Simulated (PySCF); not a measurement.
# doublet C2H5N+ at 6 levels

Wanted: a comparison of 6 runs (U-revPBE/def2-SVPD, UB3LYP/def2-SVPD, UBHLYP/def2-SVPD, UPBE/def2-SVPD, USVWN5/def2-SVPD, UTPSS/def2-SVPD) of doublet C2H5N+. The job is set up through a Python script.

The calculation is run with PySCF 2.14.0.

## Step 1: The molecule

C2H5N+ has 8 atoms, charge +1, and is taken as a doublet. As SMILES of the parent species, `C1CN1`. The coordinates come from a PBE0-D4/def2-TZVP relaxation. That shape belongs to the parent species and isn't relaxed for this state.

Bond lengths: C1–C2 1.474 Å, C1–N3 1.458 Å, C2–N3 1.458 Å, C1–H4 1.085 Å, C1–H5 1.084 Å, C2–H6 1.084 Å, C2–H7 1.085 Å, N3–H8 1.013 Å. Some angles: C1–C2–N3 59.6°, C2–C1–N3 59.6°, C1–N3–C2 60.7°, C1–C2–H6 119.8°, C1–C2–H7 117.8°, N3–C2–H6 114.9°, N3–C2–H7 118.8°, C2–C1–H4 117.8°, C2–C1–H5 119.8°, N3–C1–H4 118.8°.

## Step 2: The energy at U-revPBE/def2-SVPD (run 1)

run.py reads:

```python
from pyscf import gto, dft

mol = gto.Mole()
mol.atom = '''
C     -0.835164     0.704603    -0.995186
C      1.326248     0.078046     0.647571
N     -1.221538    -0.716660     1.333863
H     -0.990009    -0.276372    -2.789803
H     -1.606948     2.602814    -0.985417
H      2.136676     1.517488     1.860076
H      2.657144    -1.333618    -0.017877
H     -1.466409    -2.576283     0.946791
'''
mol.charge = 1
mol.spin = 1
mol.unit = 'bohr'
mol.basis = 'def2-svpd'
mol.max_memory = 1860
mol.verbose = 4
mol.build()

ks = dft.UKS(mol)
ks.xc = 'revpbe'
ks.conv_tol = 1e-10
ks.grids.level = 5
ks.kernel()
if not ks.converged:
    ks = ks.newton().run(ks.mo_coeff, ks.mo_occ)

etot = ks.e_tot
print('Final energy', etot)
```

Command:

```console
$ OMP_NUM_THREADS=1 python run.py
```

Output:

```text
PySCF version 2.14.0

[... 59 lines left out ...]
WARN: HOMO -0.298680554370068 >= LUMO -0.298680554370067
[... 46 lines left out ...]
converged SCF energy = -133.443717761846  <S^2> = 0.75228743  2S+1 = 2.0022861
Final energy -133.44371776184556
```

It took 32 s on 1 thread of Arm Neoverse V1, shared host; peak memory 0.52 GiB.

## Step 3: The energy at UB3LYP/def2-SVPD (run 2)

input.xyz reads:

```xyz
8
C2H5N
C     -0.441950     0.372860    -0.526630
C      0.701820     0.041300     0.342680
N     -0.646410    -0.379240     0.705850
H     -0.523890    -0.146250    -1.476300
H     -0.850360     1.377350    -0.521460
H      1.130680     0.803020     0.984310
H      1.406100    -0.705720    -0.009460
H     -0.775990    -1.363310     0.501020
```

input.py reads:

```python
from pyscf import gto, dft

mol = gto.Mole()
mol.atom = 'input.xyz'
mol.spin = 1
mol.basis = 'def2-svpd'
mol.max_memory = 1860
mol.verbose = 3
mol.charge = 1
mol.build()

ks = dft.UKS(mol, xc='b3lyp')
ks.grids.level = 5
ks.conv_tol = 1e-10
ks.kernel()
if not ks.converged:
    ks = ks.newton().run(ks.mo_coeff, ks.mo_occ)

e_tot = ks.e_tot
print('E = %.10f Eh' % e_tot)
```

Command:

```console
$ OMP_NUM_THREADS=1 python input.py
```

Output:

```text
converged SCF energy = -133.474373147378  <S^2> = 0.75330369  2S+1 = 2.003301
E = -133.4743731474 Eh
```

Run time: 35 s. Hardware: 1 thread of Arm Neoverse V1, shared host; peak memory 0.51 GiB.

Runs 3 to 5 aren't shown in full; the table further down has their settings and results.

## Step 4: The energy at UTPSS/def2-SVPD (run 6)

run.py reads:

```python
from pyscf import gto, dft

molecule = gto.M(
    atom=[
    ('C', (-0.441950, 0.372860, -0.526630)),
    ('C', (0.701820, 0.041300, 0.342680)),
    ('N', (-0.646410, -0.379240, 0.705850)),
    ('H', (-0.523890, -0.146250, -1.476300)),
    ('H', (-0.850360, 1.377350, -0.521460)),
    ('H', (1.130680, 0.803020, 0.984310)),
    ('H', (1.406100, -0.705720, -0.009460)),
    ('H', (-0.775990, -1.363310, 0.501020)),
],
    charge=1,
    max_memory=1860,
    verbose=4,
    basis='def2-svpd',
    spin=1,
)

mf = dft.UKS(molecule)
mf.xc = 'tpss'
mf.conv_tol = 1e-10
mf.grids.level = 5
mf.kernel()
if not mf.converged:
    mf = mf.newton().run(mf.mo_coeff, mf.mo_occ)

energy = mf.e_tot
print('E = %.10f Eh' % energy)
```

Command:

```console
$ OMP_NUM_THREADS=1 python run.py
```

Output:

```text
PySCF version 2.14.0

[... 103 lines left out ...]
converged SCF energy = -133.507144077033  <S^2> = 0.75283355  2S+1 = 2.0028315
E = -133.5071440770 Eh
```

Wall time 83 s (1 thread of Arm Neoverse V1, shared host); peak memory 0.57 GiB.

## Step 5: The series

| run | level | energy (Eh) | HOMO energy (eV) | LUMO energy (eV) | ⟨S²⟩ | wall time |
| --- | --- | --- | --- | --- | --- | --- |
| 1 | U-revPBE/def2-SVPD | -133.443718 | -15.18 | -13.47 | 0.752 | 32 s |
| 2 | UB3LYP/def2-SVPD | -133.474373 | -16.44 | -12.63 | 0.753 | 35 s |
| 3 | UBHLYP/def2-SVPD | -133.388670 | -18.05 | -10.80 | 0.755 | 37 s |
| 4 | UPBE/def2-SVPD | -133.303502 | -15.21 | -13.56 | 0.752 | 32 s |
| 5 | USVWN5/def2-SVPD | -132.279488 | -15.21 | -13.90 | 0.752 | 24 s |
| 6 | UTPSS/def2-SVPD | -133.507144 | -15.31 | -13.32 | 0.753 | 83 s |

## Step 6: Summary of results

```
                                 quantity          value
                      run 6: total energy  -133.50714 Eh
run 6: HOMO energy (highest over α and β)      -15.31 eV
 run 6: LUMO energy (lowest over α and β)      -13.32 eV
                              run 6: ⟨S²⟩          0.753
```

In words: Totals of different functionals can't be ranked against each other. All runs together took 4.1 min, the longest 83 s.
